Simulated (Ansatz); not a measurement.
Isomers of C5H10O, relaxed with PBE0-D4/def2-TZVP in Ansatz; electronic energies, one conformer each and not always the lowest. Functionals use def2-TZVPP; CBS adds triple-zeta CCSD(T) − MP2 to the MP2 limit of def2-TZVPP and def2-QZVPP.

**Question.** Order them by energy at frozen-core CCSD(T)/CBS, lowest first. (An estimate is asked.)
A. `CC(C)=C(C)O`
B. `CC1(C)COC1`
C. `CC(=O)C(C)C`
D. `C1CCOCC1`
E. `OC1CCCC1`

**Answer.** C (0.0 kcal/mol), E (2.3 kcal/mol), D (6.3 kcal/mol), A (10.0 kcal/mol), B (26.2 kcal/mol).

**Question.** How do PBE-D4, PBE0-D4, MP2/CBS(def2), B3LYP place them (kcal/mol, against `CC(=O)C(C)C`)? (Estimate.)

**Answer.** Ansatz gave: 
```
       isomer  PBE-D4  PBE0-D4  MP2/CBS(def2)  B3LYP
   `C1CCOCC1`     7.1      4.3            6.2    9.2
   `OC1CCCC1`     3.8      0.8            1.1    7.2
`CC(C)=C(C)O`     8.5      9.0            9.6    9.6
 `CC1(C)COC1`    26.0     24.5           26.3   28.8
```

B3LYP here is the variant with VWN-RPA as its local correlation; programs differ in this.
